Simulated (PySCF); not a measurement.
silicon monoxide cation (OSi), SMILES O=[Si] (connectivity only; charge and spin as stated), charge +1, multiplicity 2.

Coordinates come from a B3LYP-D3(BJ)/def2-TZVPD optimisation. The spin state was assumed, not searched.

These are PySCF with PBE/def2-TZVPD values and carry that method's errors.

Gas-phase values at a fixed geometry.

- total energy: -364.13047 hartree
- point group: C∞v
- α spin, highest occupied and lowest empty level: -16.49 and -10.91 eV
- β spin, highest occupied and lowest empty level: -16.22 and -15.18 eV
- dipole moment about the centre of nuclear charge: 4.33 D
- mean static polarisability: 24.6 bohr³ (3.65 Å³)
- polarisability, principal values: 21.5, 21.5, 30.9 bohr³
- ⟨S²⟩: 0.755 (pure state 0.75)
